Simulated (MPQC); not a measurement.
# H2S2 (SMILES SS): levels of theory compared

Aim: a comparison of 6 runs (HF/STO-3G, HF/3-21G, HF/def2-SVP, PBE0/cc-pVDZ, PBE0/def2-SVP, BLYP/pcseg-2) of H2S2. 

Program for the calculation: MPQC 2.3.1.

## (1) The system as given

H2S2 has 4 atoms, charge 0, and is taken as a singlet. As SMILES, `SS`. The coordinates come from a GFN2-xTB relaxation.

Bond lengths: S1–S2 2.046 Å, S1–H3 1.341 Å, S2–H4 1.341 Å. Angles: S1–S2–H4 98.2°, S2–S1–H3 98.1°.

## (2) Energy and forces at HF/STO-3G (run 1)

Contents of mol.in:

```
% H2S2
molecule<Molecule>: (
    symmetry = c1
    unit = angstrom
    { atoms geometry } = {
        S  [ 0.766910      -0.797130       0.143430 ]
        S  [ 0.033670       1.111880       0.078440 ]
        H  [ -0.206390      -1.349250       0.881770 ]
        H  [ -0.594200       1.034510      -1.103650 ]
    }
)
basis<GaussianBasisSet>: (
    name = "STO-3G"
    molecule = $:molecule
    basisdir = "."
    puream = yes
)
mpqc: (
    checkpoint = no
    savestate = no
    restart = no
    do_energy = yes
    do_gradient = yes
    optimize = no
    mole<CLHF>: (
        molecule = $:molecule
        basis = $:basis
        total_charge = 0
        memory = 1000000000
        print_evals = yes
        print_npa = yes
        maxiter = 120
        value_accuracy = 1e-08
        guess_wavefunction<CLHF>: (
            molecule = $:molecule
            total_charge = 0
            memory = 1000000000
            value_accuracy = 1e-3
            basis<GaussianBasisSet>: (
                name = "3-21G"
                molecule = $:molecule
            )
        )
    )
)
```

The basis set STO-3G is read from a file made from the Basis Set Exchange's data (not shown).

Launch:

```sh
$ mpqc mol.in > mol.out
```

The program printed:

```text
MPQC: Massively Parallel Quantum Chemistry
[...]
  LUMO is    18   A =   0.342795
  total scf energy = -787.4906785024
[...]
Value of the MolecularEnergy: -787.4906785024
  Gradient of the MolecularEnergy:
      1   -0.0017553757
      2    0.0123952546
      3   -0.0012291404
      4    0.0062784341
      5   -0.0106768148
      6    0.0025213017
      7   -0.0021319595
      8   -0.0035702908
      9    0.0028098567
     10   -0.0023910988
     11    0.0018518510
     12   -0.0041020180
[...]
      symmetry = c1
[...]
```

Run time: 0.34 s. Hardware: 1 thread of Intel Xeon Platinum 8488C (Sapphire Rapids), shared host.

## (3) Energy and forces at HF/3-21G (run 2)

Contents of run.in:

```
molecule<Molecule>: (
   symmetry = c1
   unit = angstrom
   { atoms geometry } = {
      S  [ 0.766910      -0.797130       0.143430 ]
      S  [ 0.033670       1.111880       0.078440 ]
      H  [ -0.206390      -1.349250       0.881770 ]
      H  [ -0.594200       1.034510      -1.103650 ]
   }
)
basis<GaussianBasisSet>: (
   name = "3-21G"
   molecule = $:molecule
   basisdir = "."
   puream = yes
)
mpqc: (
   checkpoint = no
   savestate = no
   restart = no
   do_energy = yes
   do_gradient = yes
   optimize = no
   mole<CLHF>: (
      molecule = $:molecule
      basis = $:basis
      total_charge = 0
      memory = 1000000000
      print_evals = yes
      print_npa = yes
      maxiter = 120
      value_accuracy = 1e-08
      guess_wavefunction<ExtendedHuckelWfn>: (
         molecule = $:molecule
         total_charge = 0
         multiplicity = 1
         basis<GaussianBasisSet>: (
            name = "STO-3G"
            molecule = $:molecule
         )
      )
   )
)
```

The basis set 3-21G is read from a file made from the Basis Set Exchange's data (not shown).

Launch:

```sh
$ mpqc run.in > run.out
```

The program printed:

```text
MPQC: Massively Parallel Quantum Chemistry
[...]
  CLSCF::init: total charge = 0
[...]
  nbasis = 30
[...]
  iter     1 energy = -788.1531349335 delta = 3.39669e-01
[...]
  LUMO is    18   A =   0.095809
  total scf energy = -792.2417946287
[...]
Value of the MolecularEnergy: -792.2417946287
  Gradient of the MolecularEnergy:
      1   -0.0296649483
      2    0.0684008163
      3   -0.0040689088
      4    0.0233747417
      5   -0.0709231274
      6    0.0023550086
      7    0.0022385693
      8    0.0057689784
      9   -0.0022160940
     10    0.0040516373
     11   -0.0032466673
     12    0.0039299942
[...]
      symmetry = c1
[...]
```

Wall time 0.42 s (1 thread of Intel Xeon Platinum 8488C (Sapphire Rapids), shared host).

Runs 3 to 4 aren't shown in full; the table further down has their settings and results.

## (4) Energy and forces at PBE0/def2-SVP (run 5)

Contents of job.in:

```
% H2S2
molecule<Molecule>: (
   symmetry = c1
   unit = angstrom
   { atoms geometry } = {
      S  [ 0.766910    -0.797130     0.143430 ]
      S  [ 0.033670     1.111880     0.078440 ]
      H  [ -0.206390    -1.349250     0.881770 ]
      H  [ -0.594200     1.034510    -1.103650 ]
   }
)
basis<GaussianBasisSet>: (
   name = "def2-SVP"
   molecule = $:molecule
   basisdir = "."
   puream = yes
)
mpqc: (
   checkpoint = no
   savestate = no
   restart = no
   do_energy = yes
   do_gradient = yes
   optimize = no
   mole<CLKS>: (
      molecule = $:molecule
      basis = $:basis
      total_charge = 0
      memory = 1000000000
      print_evals = yes
      print_npa = yes
      maxiter = 120
      value_accuracy = 1e-08
      functional<SumDenFunctional>: (
         a0 = 0.25
         coefs = [ 0.75 1 ]
         funcs: [ <PBEXFunctional>: () <PBECFunctional>: () ]
      )
      integrator<RadialAngularIntegrator>: ( grid = xfine )
      guess_wavefunction<CLHF>: (
         molecule = $:molecule
         total_charge = 0
         memory = 1000000000
         value_accuracy = 1e-3
         basis<GaussianBasisSet>: (
            name = "STO-3G"
            molecule = $:molecule
         )
      )
   )
)
```

The basis set def2-SVP is read from a file made from the Basis Set Exchange's data (not shown).

Launch:

```sh
$ mpqc job.in > job.out
```

The program printed:

```text
MPQC: Massively Parallel Quantum Chemistry
[...]
  Integrated electron density error = -0.000049264553
  iter     1 energy = -796.6148792650 delta = 2.41636e-01
  Integrated electron density error = 0.000060959587
  iter     2 energy = -797.0049435840 delta = 5.36564e-02
[...]
  Integrated electron density error = -0.000000015752
  iter    11 energy = -797.0461274930 delta = 1.24657e-07
  Integrated electron density error = -0.000000015752
  iter    12 energy = -797.0461274930 delta = 3.83544e-08
  Integrated electron density error = -0.000000015753
  iter    13 energy = -797.0461274931 delta = 1.27943e-08
[...]
  LUMO is    18   A =  -0.018672
  total scf energy = -797.0461274931
[...]
  Integrated electron density error = -0.000000015864
  Total Gradient:
[...]
Value of the MolecularEnergy: -797.0461274931
  Gradient of the MolecularEnergy:
      1   -0.0090747836
      2    0.0052476691
      3    0.0026253813
      4   -0.0011218240
      5   -0.0092961667
      6   -0.0054227553
      7    0.0057540469
      8    0.0039001129
      9   -0.0035765807
     10    0.0044425607
     11    0.0001483846
     12    0.0063739547
[...]
        symmetry = c1
[...]
```

Wall time 14 s (1 thread of Intel Xeon Platinum 8488C (Sapphire Rapids), shared host).

## (5) Energy and forces at BLYP/pcseg-2 (run 6)

Contents of job.in:

```
% emacs should use -*- KeyVal -*- mode
molecule<Molecule>: (
  symmetry = c1
  unit = angstrom
  { atoms geometry } = {
    S  [ 0.766910 -0.797130 0.143430 ]
    S  [ 0.033670 1.111880 0.078440 ]
    H  [ -0.206390 -1.349250 0.881770 ]
    H  [ -0.594200 1.034510 -1.103650 ]
  }
)
basis<GaussianBasisSet>: (
  name = "pcseg-2"
  molecule = $:molecule
  basisdir = "."
  puream = yes
)
mpqc: (
  checkpoint = no
  savestate = no
  restart = no
  do_energy = yes
  do_gradient = yes
  optimize = no
  mole<CLKS>: (
    molecule = $:molecule
    basis = $:basis
    total_charge = 0
    memory = 1000000000
    print_evals = yes
    print_npa = yes
    maxiter = 120
    value_accuracy = 1e-08
    functional<StdDenFunctional>: ( name = "BLYP" )
    integrator<RadialAngularIntegrator>: ( grid = xfine )
    guess_wavefunction<ExtendedHuckelWfn>: (
      molecule = $:molecule
      total_charge = 0
      multiplicity = 1
      basis<GaussianBasisSet>: (
        name = "STO-3G"
        molecule = $:molecule
      )
    )
  )
)
```

The basis set pcseg-2 is read from a file made from the Basis Set Exchange's data (not shown).

Launch:

```sh
$ mpqc job.in > job.out
```

The program printed:

```text
MPQC: Massively Parallel Quantum Chemistry
[...]
  CLSCF::init: total charge = 0
[...]
  nbasis = 96
[...]
  Integrated electron density error = -0.001012715092
  iter     1 energy = -793.5292511301 delta = 1.01298e-01
  Integrated electron density error = 0.000007427909
  iter     2 energy = -797.4664994050 delta = 4.10020e-02
[...]
  Integrated electron density error = -0.000000028014
  iter    13 energy = -797.6241719660 delta = 2.67609e-07
  Integrated electron density error = -0.000000028014
  iter    14 energy = -797.6241719660 delta = 7.11250e-08
  Integrated electron density error = -0.000000028015
  iter    15 energy = -797.6241719660 delta = 2.25008e-08
[...]
  LUMO is    18   A =  -0.068051
  total scf energy = -797.6241719660
[...]
  Integrated electron density error = -0.000000029177
  Total Gradient:
[...]
Value of the MolecularEnergy: -797.6241719660
  Gradient of the MolecularEnergy:
      1   -0.0125127968
      2    0.0123797180
      3    0.0020962624
      4    0.0010527812
      5   -0.0169225646
      6   -0.0052470172
      7    0.0062093886
      8    0.0050843048
      9   -0.0040996158
     10    0.0052506270
     11   -0.0005414581
     12    0.0072503706
[...]
        symmetry = c1
[...]
```

It took 64 s on 1 thread of Intel Xeon Platinum 8488C (Sapphire Rapids), shared host; peak memory 0.5 GiB.

## (6) All runs side by side

| run | level | starting guess | integration grid | energy (Eh) | HOMO energy (eV) | LUMO energy (eV) | HOMO–LUMO gap (eV) | wall time |
| --- | --- | --- | --- | --- | --- | --- | --- | --- |
| 1 | HF/STO-3G | 3-21G | – | -787.490679 | -7.35 | 9.33 | 16.67 | 0.34 s |
| 2 | HF/3-21G | huckel STO-3G | – | -792.241795 | -10.74 | 2.61 | 13.35 | 0.42 s |
| 3 | HF/def2-SVP | STO-3G | – | -795.965421 | -10.25 | 3.63 | 13.88 | 1.8 s |
| 4 | PBE0/cc-pVDZ | 3-21G | xfine | -797.303637 | -7.33 | -0.67 | 6.66 | 26 s |
| 5 | PBE0/def2-SVP | STO-3G | xfine | -797.046127 | -7.29 | -0.51 | 6.78 | 14 s |
| 6 | BLYP/pcseg-2 | huckel STO-3G | xfine | -797.624172 | -6.08 | -1.85 | 4.23 | 64 s |

## (7) What came out

| quantity | value |
| --- | --- |
| run 6: total energy | -797.62417 Eh |
| run 6: HOMO energy | -6.08 eV |
| run 6: LUMO energy | -1.85 eV |
| run 6: HOMO–LUMO gap | 4.23 eV |
| run 6: largest force on an atom | 0.913 eV/Å |

**Reading.** The HOMO–LUMO gap runs from 4.23 eV (BLYP/pcseg-2) to 16.67 eV (HF/STO-3G). The two ends differ in method and basis. Totals of different functionals can't be ranked against each other. In run 1 the basis is minimal, so the values are rough. All runs together took 1.8 min, the longest 64 s.
